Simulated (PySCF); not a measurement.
chloromethane cation (CH₃Cl), SMILES CCl (connectivity only; charge and spin as stated), charge +1, multiplicity 2. Geometry: PBE0-D3(BJ)/def2-TZVP. The spin state was assumed, not searched.

Level of theory: PySCF with PBE0-D3(BJ)/def2-TZVP.

Harmonic wavenumbers (cm⁻¹): 289, 700, 814, 1154, 1210, 1411, 2780, 3064, 3096. Rotational constants (GHz): 151.9, 14.24, 14.15; symmetry number 1.

**Question.** Work out the zero-point energy and the ideal-gas rigid-rotor harmonic-oscillator thermochemistry at 298.15 K and 1 atm.

**Answer.** ZPE = ½ Σ hcν = ½ × 14517 cm⁻¹ = 86.83 kJ/mol. H − E(el) = 98.49 kJ/mol. Entropy in J/(mol K): translation 157.66, rotation 83.22, vibration 8.75, spin 5.76, total 255.39. G − E(el) = 22.35 kJ/mol. Cp = 48.70 J/(mol K).
